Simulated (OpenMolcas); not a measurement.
# One shape, several levels: SiHCl (SMILES [SiH]Cl)

Wanted: a comparison of 6 runs (HF/STO-3G, HF/3-21G, HF/cc-pVTZ, B2PLYP/cc-pVTZ, B3LYP/cc-pVTZ, r2SCAN/cc-pVTZ) of SiHCl. 

The calculation is run with OpenMolcas 26.06.

## (1) The system as given

SiHCl: 3 atoms, total charge 0, spin state singlet. As SMILES, `[SiH]Cl`. The coordinates come from a PBE0-D4/def2-TZVP relaxation.

Bond lengths: Si1–Cl2 2.077 Å, Si1–H3 1.529 Å. Angles: Cl2–Si1–H3 94.7°.

## (2) Energy and forces at HF/STO-3G (run 1)

Input file mol.input:

```
>>> EXPORT MOLCAS_PRINT=2

&gateway
  baslib=$CurrDir
  coord
  3
  angstrom
  Si      -0.548300       0.570970      -0.233910
  Cl       1.275420       0.352820       0.736230
  H       -0.727130      -0.923790      -0.502320
  basis=STO-3G
  group=NoSym

&seward

&scf
  thresholds=1e-10 1e-07 1e-07 1e-05
  prorbitals=1 1

&alaska
```

The basis set STO-3G is read from a file made from the Basis Set Exchange's data (not shown).

Started as:

```
$ export MOLCAS_MEM=1860
$ pymolcas mol.input > mol.log
```

The program printed:

```text
--- Start Module: gateway ---
[...]
--- Stop Module: gateway /rc=_RC_ALL_IS_WELL_ ---
[...]
      Basis functions           19
[...]
--- Start Module: scf ---
[...]
       Convergence after   9 Iterations
[...]
::    Total SCF energy                               -740.7563886658
[...]
      Total spin, S                                     0.0000000000
[...]
      Total electronic charge=   32.000000
      Total            charge=   -0.000000
[...]
      Dipole Moment (debye):
      Origin of the operator (angstrom)=    0.4461    0.4281    0.2923
                   X= -2.6093E+00               Y=  1.9052E-01               Z= -1.4019E+00           Total=  2.9681E+00
      Quadrupole Moment (debye*angstrom):
[...]
--- Stop Module: scf /rc=_RC_ALL_IS_WELL_ ---
--- Start Module: alaska ---
[...]
 *              Molecular gradients               *
 **************************************************
  Irreducible representation: a
 ------------------------------------------------------------------------------------------
                              X                       Y                       Z
 ------------------------------------------------------------------------------------------
  SI1               2.12876986272672E-02    2.59288467991992E-02    1.45785544894093E-02
  CL2              -1.52591129386366E-02    3.84670521627140E-03   -7.88615754259947E-03
  H3               -6.02858568863973E-03   -2.97755520154706E-02   -6.69239694681178E-03
 ------------------------------------------------------------------------------------------
--- Stop Module: alaska /rc=_RC_ALL_IS_WELL_ ---
[...]
```

It took 1.2 s on 1 thread of Intel Xeon 6975P-C (Granite Rapids), shared host; peak memory 0.37 GiB.

## (3) Energy and forces at HF/3-21G (run 2)

Input file mol.inp:

```
* ClHSi Hartree-Fock
&GATEWAY
BasLib = $CurrDir
BasisSet
Si.3-21G....
Si1 -0.548300 0.570970 -0.233910 angstrom
End of Basis
BasisSet
Cl.3-21G....
Cl2 1.275420 0.352820 0.736230 angstrom
End of Basis
BasisSet
H.3-21G....
H3 -0.727130 -0.923790 -0.502320 angstrom
End of Basis
&SEWARD
&SCF
Thresholds = 1e-10 1e-07 1e-07 1e-05
PrOrbitals = 1
&ALASKA
```

The basis set 3-21G is read from a file made from the Basis Set Exchange's data (not shown).

Started as:

```
$ export MOLCAS_MEM=1860
$ pymolcas mol.inp > mol.log
```

The program printed:

```text
--- Start Module: gateway ---
[...]
--- Stop Module: gateway /rc=_RC_ALL_IS_WELL_ ---
[...]
      Basis functions           28
[...]
--- Start Module: scf ---
[...]
       Convergence after  12 Iterations
[...]
::    Total SCF energy                               -745.2652798706
[...]
      Total spin, S                                     0.0000000000
[...]
      Total electronic charge=   32.000000
      Total            charge=   -0.000000
[...]
      Dipole Moment (debye):
      Origin of the operator (angstrom)=    0.4461    0.4281    0.2923
                   X= -2.1469E+00               Y= -2.8956E-01               Z= -1.2045E+00           Total=  2.4786E+00
      Quadrupole Moment (debye*angstrom):
[...]
--- Stop Module: scf /rc=_RC_ALL_IS_WELL_ ---
--- Start Module: alaska ---
[...]
 *              Molecular gradients               *
 **************************************************
  Irreducible representation: a
 ------------------------------------------------------------------------------------------
                              X                       Y                       Z
 ------------------------------------------------------------------------------------------
  SI1               4.15049239851371E-02   -1.98468656836148E-03    2.24194098050008E-02
  CL2              -4.34943508191648E-02    3.43037353825038E-03   -2.33396694547956E-02
  H3                1.98942683403591E-03   -1.44568696988756E-03    9.20259649794031E-04
 ------------------------------------------------------------------------------------------
--- Stop Module: alaska /rc=_RC_ALL_IS_WELL_ ---
[...]
```

Wall time 1.4 s (1 thread of Intel Xeon 6975P-C (Granite Rapids), shared host); peak memory 0.37 GiB.

## (4) Energy and forces at HF/cc-pVTZ (run 3)

Input file calc.inp:

```
&GATEWAY
BasLib=$CurrDir
Coord
3
angstrom
Si      -0.548300       0.570970      -0.233910
Cl       1.275420       0.352820       0.736230
H       -0.727130      -0.923790      -0.502320
Basis=cc-pVTZ
Group=NoSym
&SEWARD
&SCF
Thresholds=1e-10 1e-07 1e-07 1e-05
PrOrbitals=1 1
&ALASKA
```

The basis set cc-pVTZ is read from a file made from the Basis Set Exchange's data (not shown).

Started as:

```
$ export MOLCAS_MEM=1860
$ pymolcas calc.inp > calc.log
```

The program printed:

```text
--- Start Module: gateway ---
[...]
--- Stop Module: gateway /rc=_RC_ALL_IS_WELL_ ---
[...]
      Basis functions           82
[...]
--- Start Module: scf ---
[...]
       Convergence after  13 Iterations
[...]
::    Total SCF energy                               -749.0410423333
[...]
      Total spin, S                                     0.0000000000
[...]
      Total electronic charge=   32.000000
      Total            charge=   -0.000000
[...]
      Dipole Moment (debye):
      Origin of the operator (angstrom)=    0.4461    0.4281    0.2923
                   X= -1.0773E+00               Y= -2.0409E-01               Z= -6.1115E-01           Total=  1.2553E+00
      Quadrupole Moment (debye*angstrom):
[...]
--- Stop Module: scf /rc=_RC_ALL_IS_WELL_ ---
[...]
--- Start Module: alaska ---
[...]
 *              Molecular gradients               *
 **************************************************
  Irreducible representation: a
 ------------------------------------------------------------------------------------------
                              X                       Y                       Z
 ------------------------------------------------------------------------------------------
  SI1               3.51534369229789E-03    6.34162069768962E-03    2.64284982260410E-03
  CL2              -4.41825877540225E-03   -7.58933882863078E-04   -2.49746281576080E-03
  H3                9.02915083059508E-04   -5.58268681482810E-03   -1.45387006875608E-04
 ------------------------------------------------------------------------------------------
--- Stop Module: alaska /rc=_RC_ALL_IS_WELL_ ---
[...]
```

It took 5.1 s on 1 thread of Intel Xeon 6975P-C (Granite Rapids), shared host; peak memory 0.46 GiB.

Runs 4 to 5 aren't shown in full; the table further down has their settings and results.

## (5) Energy and gradient at r2SCAN/cc-pVTZ (run 6)

Input file run.inp:

```
&GATEWAY
 BasLib
 $CurrDir
 Coord
 3
 bohr
 Si    -1.03613683     1.07897693    -0.44202584
 Cl     2.41019449     0.66673317     1.39127306
 H     -1.37407656    -1.74571010    -0.94924723
 Basis
 cc-pVTZ
 Group
 NoSym

&SEWARD
 GridInput
 Grid=UltraFine
 End of Grid

&SCF
 KSDFT
 2
 1.0 MGGA_X_R2SCAN
 1.0 MGGA_C_R2SCAN
 Thresholds
 1e-10 1e-07 1e-07 1e-05
 PrOrbitals
 1 2

&ALASKA
```

The basis set cc-pVTZ is read from a file made from the Basis Set Exchange's data (not shown).

Started as:

```
$ export MOLCAS_MEM=1860
$ pymolcas run.inp > run.log
```

The program printed:

```text
--- Start Module: gateway ---
[...]
--- Stop Module: gateway /rc=_RC_ALL_IS_WELL_ ---
[...]
      Basis functions           82
[...]
--- Start Module: scf ---
[...]
       Convergence after  14 Iterations
[...]
::    Total KS-DFT energy                            -750.2494974560
[...]
      Total spin, S                                     0.0000000000
[...]
      Total electronic charge=   32.000000
      Total            charge=   -0.000000
[...]
      Dipole Moment (debye):
      Origin of the operator (angstrom)=    0.4461    0.4281    0.2923
                   X= -7.3627E-01               Y= -1.9006E-01               Z= -4.2345E-01           Total=  8.7036E-01
      Quadrupole Moment (debye*angstrom):
[...]
--- Stop Module: scf /rc=_RC_ALL_IS_WELL_ ---
[...]
--- Start Module: alaska ---
[...]
 *              Molecular gradients               *
 **************************************************
  Irreducible representation: a
 ------------------------------------------------------------------------------------------
                              X                       Y                       Z
 ------------------------------------------------------------------------------------------
  SI1               3.42316741175175E-03   -1.54027243418309E-03    1.69173818559720E-03
  CL2              -3.63626562654673E-03    3.74713036513041E-04   -1.94122169783562E-03
  H3                2.13098214766339E-04    1.16555939766849E-03    2.49483512211879E-04
 ------------------------------------------------------------------------------------------
--- Stop Module: alaska /rc=_RC_ALL_IS_WELL_ ---
[...]
```

Wall time 16 s (1 thread of Intel Xeon 6975P-C (Granite Rapids), shared host); peak memory 0.45 GiB.

## (6) Overview of the runs

| run | level | task | frozen core orbitals | energy (Eh) | dipole moment (D) | HOMO energy (eV) | LUMO energy (eV) | wall time |
| --- | --- | --- | --- | --- | --- | --- | --- | --- |
| 1 | HF/STO-3G | gradient | – | -740.756389 | 2.97 | -7.31 | 4.76 | 1.2 s |
| 2 | HF/3-21G | gradient | – | -745.265280 | 2.48 | -9.74 | -0.20 | 1.4 s |
| 3 | HF/cc-pVTZ | gradient | – | -749.041042 | 1.26 | -9.49 | 0.26 | 5.1 s |
| 4 | B2PLYP/cc-pVTZ | energy | 10 | -750.063413 | 1.15 | -7.93 | -1.73 | 9 s |
| 5 | B3LYP/cc-pVTZ | gradient | – | -750.350238 | 1.01 | -6.82 | -3.15 | 13 s |
| 6 | r2SCAN/cc-pVTZ | gradient | – | -750.249497 | 0.87 | -6.12 | -3.71 | 16 s |

## (7) What came out

| quantity | value |
| --- | --- |
| run 6: total energy | -750.24950 Eh |
| run 6: dipole moment | 0.87 D |
| run 6: HOMO energy | -6.12 eV |
| run 6: LUMO energy | -3.71 eV |
| run 6: HOMO–LUMO gap | 2.41 eV |
| run 6: largest force on an atom | 0.213 eV/Å |

What this shows: The dipole moment (its size) runs from 0.87 D (r2SCAN/cc-pVTZ) to 2.97 D (HF/STO-3G). The two ends differ in method and basis. The HOMO–LUMO gap runs from 2.41 eV (r2SCAN/cc-pVTZ) to 12.07 eV (HF/STO-3G). For B2PLYP the log adds the whole second-order term; the table takes 0.27 of it, as the functional is defined. Totals of different functionals can't be ranked against each other. In run 1 the basis is minimal, so the values are rough. All runs together took 46 s, the longest 16 s.
